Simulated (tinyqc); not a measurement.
Inside a calculation. Method: extended Hueckel theory, for LiF+. The parameters take no account of the charge, which enters only through the electron count. One step of it, computed by the program tinyqc.

Question. Mulliken analysis. P = C n C^T; charge = valence electrons (Li 1, F 7) minus the sum of (P S)_ii on the atom; overlap population = 2 sum P_ij S_ij between two atoms.

coefficients:
```
              MO1       MO2        MO3        MO4        MO5        MO6        MO7        MO8
1Li 2s   0.028763  0.000000   0.000000  -0.009410   0.853463   0.000000   0.000000   0.636778
1Li 2px  0.000000  0.021891  -0.001617   0.000000   0.000000   0.815976   0.602707   0.000000
1Li 2py  0.000000  0.001617   0.021891   0.000000   0.000000  -0.602707   0.815976   0.000000
1Li 2pz  0.029036  0.000000   0.000000  -0.002186  -0.522951   0.000000   0.000000   0.997193
2F 2s    0.978003  0.000000   0.000000   0.004368  -0.040036   0.000000   0.000000  -0.661706
2F 2px   0.000000  0.993342  -0.073353   0.000000   0.000000  -0.155651  -0.114969   0.000000
2F 2py   0.000000  0.073353   0.993342   0.000000   0.000000   0.114969  -0.155651   0.000000
2F 2pz   0.002688  0.000000   0.000000   0.999283   0.038493   0.000000   0.000000   0.086590
```

occupations: 2.000000  2.000000  2.000000  1.000000  0.000000  0.000000  0.000000  0.000000

overlap S:
```
            1Li 2s   1Li 2px   1Li 2py    1Li 2pz     2F 2s    2F 2px    2F 2py     2F 2pz
1Li 2s    1.000000  0.000000  0.000000   0.000000  0.303878  0.000000  0.000000  -0.062439
1Li 2px   0.000000  1.000000  0.000000   0.000000  0.000000  0.169428  0.000000   0.000000
1Li 2py   0.000000  0.000000  1.000000   0.000000  0.000000  0.000000  0.169428   0.000000
1Li 2pz   0.000000  0.000000  0.000000   1.000000  0.435818  0.000000  0.000000  -0.041204
2F 2s     0.303878  0.000000  0.000000   0.435818  1.000000  0.000000  0.000000   0.000000
2F 2px    0.000000  0.169428  0.000000   0.000000  0.000000  1.000000  0.000000   0.000000
2F 2py    0.000000  0.000000  0.169428   0.000000  0.000000  0.000000  1.000000   0.000000
2F 2pz   -0.062439  0.000000  0.000000  -0.041204  0.000000  0.000000  0.000000   1.000000
```

Give: charges; Overlap populations.

Answer.

charges: 1Li 0.9373, 2F 0.0627

Overlap populations:

| pair | value |
|---|---|
| 2-1 | 0.114621 |
